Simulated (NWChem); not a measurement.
CH$_{3}$O cation; SMILES C=[OH+]

Program: NWChem. STO-3G and 3-21G are far too small for this property and stand as cheap habits. The geometry was optimised at PBE-D3(BJ)/def2-SVP. Field at 589 nm.

Problem. Predict the results for B3LYP/STO-3G. Quantities: isotropic polarisability (bohr³); anisotropy (bohr³).

Solution. 
| Quantity | Result |
|---|---|
| isotropic polarisability (bohr³) | 7.8 |
| anisotropy (bohr³) | 9.1 |
